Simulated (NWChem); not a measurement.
System: hydrogen isocyanide (CHN); SMILES [C-]#[NH+]

Input file for NWChem:

```
start job
memory heap 200 mb stack 900 mb global 1100 mb
geometry units angstroms
  C      0.000000     0.000000     0.743906
  N      0.000000     0.000000    -0.427560
  H      0.000000     0.000000    -1.431131
end
basis spherical
  * library 6-31g*
end
dft
  xc b3lyp
  iterations 150
end
driver
  maxiter 120
end
task dft optimize
task dft freq
```

The level has its own optimisation; frequencies are unscaled.

Task: Predict the main results of this run. (B3LYP/6-31G* (spherical d).) Quantities: r C–N (Å); r H–N (Å); highest harmonic frequency (cm⁻¹); lowest (cm⁻¹); zero-point energy (kcal/mol); dipole (D).

Result: 
| Quantity | Value |
|---|---|
| r C–N (Å) | 1.177 |
| r H–N (Å) | 1.000 |
| highest harmonic frequency (cm⁻¹) | 3827 |
| lowest (cm⁻¹) | 464 |
| zero-point energy (kcal/mol) | 9.8 |
| dipole (D) | 2.94 |
